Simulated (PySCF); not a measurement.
# How the method moves the gas-phase deprotonation enthalpies of borane

Structure: `B` (BH3). Coordinates in Å; atoms count from 1 in this order:
```
B     0.0050    0.0023   -0.0116
H    -0.1531    1.1983   -0.0240
H    -0.9517   -0.7326   -0.0161
H     1.1198   -0.4587    0.0053
```

All levels share the PBE0-D3(BJ)/ma-def2-SVP structures and the PBE0-D3(BJ)/ma-def2-SVP thermal terms; only the single-point energies (PySCF) change. Values are gas-phase deprotonation enthalpies (298 K, kJ/mol).

```csv
level,B1,time
HF/aug-cc-pVTZ,1693,0.46 s
M06-2X/ma-def2-TZVP,1719,–
MP2/aug-cc-pVTZ,1720,3 s
CCSD(T)/aug-cc-pVTZ,1724,43 s
```

Times are wall times for all single points of a level on 1 thread of Arm Neoverse V1, a shared host; the dash marks the run that also made the structures.

Hartree-Fock leaves out electron correlation, so its deprotonation energies can be off by tens of kJ/mol.

The spread: 31 kJ/mol, from 1693 to 1724.

---

# Level of theory and gas-phase deprotonation enthalpies: methane

Structure: `C` (CH4). Numbering: `[CH4:1]`

All levels share the PBE0-D3(BJ)/ma-def2-SVP structures and the PBE0-D3(BJ)/ma-def2-SVP thermal terms; only the single-point energies (PySCF) change. Values are gas-phase deprotonation enthalpies (298 K, kJ/mol).

| level | C1 | abs. error | time |
| --- | --- | --- | --- |
| MP2/jun-cc-pV(T+d)Z | 1738 | 11.1 | 1.6 s |
| M06-2X/ma-def2-TZVP | 1742 | 6.6 | – |
| CCSD(T)/jun-cc-pV(T+d)Z | 1746 | 2.6 | 14 s |
| HF/jun-cc-pV(T+d)Z | 1777 | 27.7 | 0.41 s |
| ATcT 1.112 | 1749 |  |  |

Times are wall times for all single points of a level on 1 thread of Arm Neoverse V1, a shared host; the dash marks the run that also made the structures.

Hartree-Fock leaves out electron correlation, so its deprotonation energies can be off by tens of kJ/mol.

The spread: 39 kJ/mol, from 1738 to 1777.

---

**hydroxymethylium: gas-phase deprotonation enthalpies at several levels**

Structure: `C=[OH+]` ([CH3O]+). Numbering: `[CH2:1]=[OH+:2]`

All levels share the PBE0-D3(BJ)/ma-def2-SVP structures and the PBE0-D3(BJ)/ma-def2-SVP thermal terms; only the single-point energies (PySCF) change. Values are gas-phase deprotonation enthalpies (298 K, kJ/mol).

```
                    level   O2   C1  abs. error   time
      MP2/jun-cc-pV(T+d)Z  704  955         6.7  7.3 s
  CCSD(T)/jun-cc-pV(T+d)Z  715  948         3.7  110 s
ωB97X-D3(BJ)/ma-def2-TZVP  718  956         7.0      –
       HF/jun-cc-pV(T+d)Z  744  964        33.6  1.3 s
               ATcT 1.112  711  n/a
```

Times are wall times for all single points of a level on 1 thread of Arm Neoverse N1, a shared host; the dash marks the run that also made the structures.

Hartree-Fock leaves out electron correlation, so its deprotonation energies can be off by tens of kJ/mol.

The widest spread is that of O2: 40 kJ/mol, from 704 to 744.
